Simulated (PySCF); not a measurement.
## Calculated properties of `[H][Si]([H])([H])Cl` (SiClH3)

SiClH3.
Geometry (PBE0-D3(BJ)/def2-SVP, Å), atoms numbered from 1 in this order:
```xyz
5
ClH3Si angstrom
Si    -0.0008    0.0014   -0.1238
Cl     0.0123   -0.0214    1.9436
H      1.4046    0.0116   -0.6154
H     -0.7123    1.2240   -0.5887
H     -0.7038   -1.2156   -0.6157
```

PBE0-D3(BJ)/def2-SVP geometry optimisation, gas phase (PySCF):

```yaml
Point_group: C3v
Rotational_constants_A_B_C: 84.251, 6.553, 6.553 GHz
```

From wB97X-D/def2-SVPD ground state and vertical TDDFT (core frozen in the response) (PySCF):

```yaml
Dipole_moment: 1.44 D
HOMO_energy: -10.97 eV
LUMO_energy: 1.41 eV
HOMO–LUMO_gap: 12.38 eV
Lowest_singlet_excitation: 7.50 eV (165 nm, f = 0.026 summed over 2 states within 0.01 eV)
Lowest_triplet_excitation_Tamm–Dancoff: 7.13 eV
Static_isotropic_polarisability: 42.2 au
Electronic_spatial_extent_⟨r²⟩_about_the_centre_of_nuclear_charge: 226 bohr²
```

**B3LYP/pcSseg-1 ground state and GIAO shieldings, non-relativistic (PySCF)**

```yaml
1H_chemical_shifts_computed_TMS_as_zero_by_class: 4.93 (H3/H4/H5) ppm
Isotropic_shieldings_of_nuclei_other_than_C_and_H_by_class: 371 (Si1), 1029 (Cl2) ppm
```

**delta-SCF UKS SCAN, pcX-2 on the ionised atom, pcseg-1 elsewhere, spin-free X2C; 2p3/2 from a spin–orbit splitting computed afterwards within the 2p shell (PySCF)**

```yaml
Core_binding_energies: Si2p3/2 108.2 (Si1), Cl2p3/2 206.2 (Cl2), Si1s 1848.1 (Si1), Cl1s 2828.8 (Cl2) eV
```

Monoisotopic mass (most abundant isotopes): 65.9693 u.

The rotational constants are those of a prolate symmetric top. With B = h/(8π²I), that is 505.379 GHz u Å² over I, the principal moments of inertia are 6.0, 77.1 and 77.1 u Å² (most abundant isotopes); the inertial defect Ic − Ia − Ib is -6.0 u Å² (zero for a rigid planar frame, negative otherwise). In atomic units the dipole is 0.57 e·bohr (1 au = 2.5417 D). The vertical singlet–triplet gap S1 − T1 is 0.37 eV (TDDFT singlet less Tamm–Dancoff triplet). Point group C3v permits a dipole; with 1.44 D the species has a pure rotational spectrum. The polarisability is 6.25 Å³ as a volume (1 au = 0.148185 Å³), or 1.24 au for each of the 34 electrons. No computed singlet falls in the visible range (750 to 380 nm, 1.65 to 3.26 eV); S1 lies 4.24 eV above its blue end.

